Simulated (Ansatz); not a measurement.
# BSiH₃ (singlet): wave-function methods side by side at distance Si1–B2 = 1.908 Å, cc-pVTZ

The task here is to estimate one member of a computed series from the others.

Program: Ansatz 0.2.0, Gaussian basis. Level of theory: cc-pVTZ, core rule «outside noble gas», up to 6 orbitals frozen. These are calculated values, not measurements.

The runs, in order: UHF; CCSD(T) on RHF; CCSD(T) on UHF; BCCD(T) on RHF; CCSDT(Q) on RHF; CCSDT(Q) on UHF; CASSCF and NEVPT2, 2 electrons in 2 orbitals; CASSCF and NEVPT2, 10 electrons in 11 orbitals.

## The system

The geometry derives from a PBE0/def2-TZVP stationary point (not a proven minimum). One bond is set to the value named and the two fragments are kept rigid.

5 atoms, charge 0, spin multiplicity 1.

Atoms are counted from 1 here; the program's logs count them from 0.

Bond lengths: Si1–B2 1.908 Å, Si1–H3 1.491 Å, Si1–H4 1.491 Å, Si1–H5 1.491 Å. Angles: B2–Si1–H3 110.0°, B2–Si1–H4 110.0°, B2–Si1–H5 110.0°, H3–Si1–H4 109.0°, H3–Si1–H5 109.0°, H4–Si1–H5 109.0°.

Set-up of the first run:

Contents of in.yaml:

```yaml
crystal:
  periodic: [false, false, false]
  atoms:
    - {symbol: Si, position_ang: [-0.455304, -0.003936, 0.000384]}
    - {symbol: B, position_ang: [1.452624, 0.012557, -0.001226]}
    - {symbol: H, position_ang: [-0.976754, 1.393407, 0.002878]}
    - {symbol: H, position_ang: [-0.957540, -0.710990, 1.213774]}
    - {symbol: H, position_ang: [-0.959620, -0.707433, -1.214210]}
basis:
  gaussian: {orbitals: cc-pVTZ}
magnetization: {spin_polarized: true, initial_magnetization: 0}
hamiltonian: {xc: hf}
output: {orbitals: {seedname: orbitals}}
```

Command:

```console
$ ansatz run in.yaml --threads 1 --pin off --events-out ev --progress --plain --max-ram 2560MiB --backend cpu
```

Among the steps run: UHF; CCSD(T) on RHF; CCSD(T) on UHF; BCCD(T) on RHF; CCSDT(Q) on RHF; CCSDT(Q) on UHF; CASSCF and NEVPT2, 2 electrons in 2 orbitals; CASSCF and NEVPT2, 10 electrons in 11 orbitals.

One table of the session follows, with a row left open; its other results are not shown here.

```
        method  from RCCSDT(Q) (meV)
           RHF               +6829.9
           UHF               +6382.5
          RMP2               +1546.5
          UMP2               +1567.0
         RCCSD                +267.9
         UCCSD                +283.3
      RCCSD(T)                 +50.5
      UCCSD(T)                 +67.5
       BCCD(T)                 +48.7
        RCCSDT                 +11.6
        UCCSDT                 +15.2
     RCCSDT(Q)                     0
     UCCSDT(Q)                  +0.6
   CASSCF pair               +6214.0
   NEVPT2 pair                     ?
CASSCF valence               +4191.3
NEVPT2 valence               +1202.4
```

Estimate the missing values for NEVPT2 pair.

The run gave: from RCCSDT(Q) (meV): +1500.9. In the column «from RCCSDT(Q) (meV)» it lies between NEVPT2 valence (+1202.4) and RMP2 (+1546.5).

To keep in mind: The determinant of HF (⟨S²⟩ 0.74) is far from a pure spin state, so its energy mixes those of several spin states; that is harmless only where they are near-degenerate. The determinant of CCSD(T) (⟨S²⟩ 0.74) is far from a pure spin state, so its energy mixes those of several spin states; high orders of coupled cluster remove much of that, low ones don't. The determinant of CCSDT(Q) (⟨S²⟩ 0.74) is far from a pure spin state, so its energy mixes those of several spin states; high orders of coupled cluster remove much of that, low ones don't. Restricted and unrestricted rows rest on different reference determinants; a gap between their highest levels can come from leftover correlation error, from unlike frozen cores or from another state.
